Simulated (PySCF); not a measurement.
**Level of theory and adiabatic energies of losing or gaining an electron: methylenimine**

Structure: `C=N` (CH3N).

All levels share the PBE0-D3(BJ)/ma-def2-SVP structures and the PBE0-D3(BJ)/ma-def2-SVP thermal terms; only the single-point energies (PySCF) change. Values are adiabatic energies of losing or gaining an electron (0 K, eV).

```tsv
level	ionisation energy to the radical cation	abs. error	time
HF/jun-cc-pV(T+d)Z	8.46	1.48	3.7 s
PBE0-D3(BJ)/ma-def2-TZVP	9.70	0.25	–
CCSD(T)/jun-cc-pV(T+d)Z	9.86	0.08	17 min
MP2/jun-cc-pV(T+d)Z	10.16	0.21	24 s
ATcT 1.112	9.94
```

Times are wall times for all single points of a level on 1 thread of Arm Neoverse V2, a shared host; the dash marks the run that also made the structures.

Hartree-Fock leaves out electron correlation, so its ionisation energies and electron affinities from energy differences come out too low, often by 1 eV or more.

The spread: 1.70 eV, from 8.46 to 10.16.

---

## cyanic acid: adiabatic energies of losing or gaining an electron at several levels

Structure: `N#CO` (CHNO).

All levels share the PBE0-D3(BJ)/ma-def2-SVP structures and the PBE0-D3(BJ)/ma-def2-SVP thermal terms; only the single-point energies (PySCF) change. Values are adiabatic energies of losing or gaining an electron (0 K, eV).

```csv
level,ionisation energy to the radical cation,time
HF/ma-def2-TZVP,10.48,3.7 s
CCSD(T)/ma-def2-TZVP,11.71,16 min
ωB97X-D3(BJ)/ma-def2-TZVP,11.72,–
MP2/ma-def2-TZVP,12.16,18 s
```

Times are wall times for all single points of a level on 1 thread of Arm Neoverse V2, a shared host; the dash marks the run that also made the structures.

Hartree-Fock leaves out electron correlation, so its ionisation energies and electron affinities from energy differences come out too low, often by 1 eV or more.

The spread: 1.68 eV, from 10.48 to 12.16.

---

## How the method moves the adiabatic energies of losing or gaining an electron of water

Structure: `O` (H2O).

All levels share the PBE0-D3(BJ)/def2-SVP structures and the PBE0-D3(BJ)/def2-SVP thermal terms; only the single-point energies (PySCF) change. Values are adiabatic energies of losing or gaining an electron (0 K, eV).

```tsv
level	ionisation energy to the radical cation	abs. error	time
HF/aug-cc-pVTZ	10.86	1.75	0.64 s
PBE0-D3(BJ)/ma-def2-TZVP	12.38	0.24	–
CCSD(T)/aug-cc-pVTZ	12.49	0.12	75 s
MP2/aug-cc-pVTZ	12.69	0.08	3.8 s
ATcT 1.112	12.62
```

Times are wall times for all single points of a level on 1 thread of Arm Neoverse V1, a shared host; the dash marks the run that also made the structures.

Hartree-Fock leaves out electron correlation, so its ionisation energies and electron affinities from energy differences come out too low, often by 1 eV or more.

The spread: 1.83 eV, from 10.86 to 12.69.
